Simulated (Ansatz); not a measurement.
`F[Si]S` + H₂ → `[SiH]S` + H–F at 600 K and 1 bar (hydrogenolysis of the Si–F bond).

Computed with Ansatz on PBE0-D4/def2-TZVP structures; ΔE is electronic, products minus reactants. CBS: def2 TZ/QZ extrapolation, frozen cores. Each species was taken in one conformer, which may not be the lowest.

```
 species  CCSD(T)/CBS energy (Eh)  H − E (kJ/mol)  S (J/(mol·K))
`F[Si]S`               -787.29682            64.6          328.1
      H₂                 -1.17463            43.9          150.8
`[SiH]S`               -688.02582            72.8          295.1
     H–F               -100.39431            42.3          194.0
```

H − E and S are ideal-gas, rigid-rotor, harmonic terms from PBE0-D4/def2-TZVP, for one conformer and one mirror image of each species. 1 Eh = 2625.50 kJ/mol, R = 8.31446 J/(mol·K).

Q: By hand: ΔE, ΔH, ΔS and ΔG.

A: ΔE = (-688.02582) + (-100.39431) − (-787.29682) − (-1.17463) = 0.05132 Eh = 134.7 kJ/mol. Δ(H − E) = 72.8 + 42.3 − 64.6 − 43.9 = 6.6, so ΔH = 141.3 kJ/mol. ΔS = 295.1 + 194.0 − 328.1 − 150.8 = 10.2 J/(mol·K). ΔG = 141.3 − 600 × (10.2)/1000 = 135.2 kJ/mol.

Q: By hand: the equilibrium constant, and the temperature at which ΔG would vanish if ΔH and ΔS stayed fixed.

A: log₁₀ K = −ΔG/(RT ln 10) = -11.8. ΔG = 0 at ΔH/ΔS = 13853 K, far beyond where these terms or the molecules hold.

The number of gas molecules stays the same, so ΔS is small and ΔH decides. A doubt of 5 kJ/mol in ΔE shifts log₁₀ K by 0.4 here. Other conformers and mirror images would add mixing entropy, several J/(mol·K) or more a flexible species. These are equilibria of isolated gas molecules and say nothing of rates. Largest T1 diagnostic: 0.016 (customary marks: 0.02 for closed shells, 0.045 for open ones).
